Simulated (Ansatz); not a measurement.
# CH2N+ (quintet): wave-function methods side by side, def2-TZVPP

The task here is to estimate one member of a computed series from the others.

The runs use Ansatz 0.2.0, Gaussian basis; def2-TZVPP, core rule «outside noble gas», up to 2 orbitals frozen.

To be run: UHF; ROHF; CCSD(T) on UHF.

## What is computed

The geometry is a PBE0/def2-TZVP stationary point (not a proven minimum) of the parent state, kept for this charge and spin.

4 atoms, charge 1, spin multiplicity 5.

Atoms are counted from 1 here; the program's logs count them from 0.

Bond lengths: N1–C2 1.365 Å, N1–H3 1.004 Å, N1–H4 1.004 Å. Angles: C2–N1–H3 120.7°, C2–N1–H4 120.7°, H3–N1–H4 118.6°.

The first run:

File in.yaml:

```yaml
crystal:
  periodic: [false, false, false]
  atoms:
    - {symbol: N, position_ang: [0.000000, 0.000000, 0.548062]}
    - {symbol: C, position_ang: [0.000000, 0.000000, -0.817088]}
    - {symbol: H, position_ang: [0.000000, 0.863263, 1.060214]}
    - {symbol: H, position_ang: [0.000000, -0.863263, 1.060214]}
basis:
  gaussian: {orbitals: def2-TZVPP}
total_charge: 1
magnetization: {spin_polarized: true, initial_magnetization: 4}
hamiltonian: {xc: hf}
output: {orbitals: {seedname: orbitals}}
```

On the command line:

```bash
$ ansatz run in.yaml --threads 1 --pin off --events-out ev --progress --plain --max-ram 2816MiB --backend cpu
```

Among the steps run: UHF; ROHF; CCSD(T) on UHF.

One of the session's tables, all rows but one given; the rest of the session is left out.

| method | from UCCSD(T) (kJ/mol) |
| --- | --- |
| ROHF | ? |
| UHF | +652.9 |
| UMP2 | +83.4 |
| UCCSD | +16.9 |
| UCCSD(T) | 0 |

**Question.** Estimate the row for ROHF.

The run gave: from UCCSD(T) (kJ/mol): +668.0. In the column «from UCCSD(T) (kJ/mol)» it is the highest.
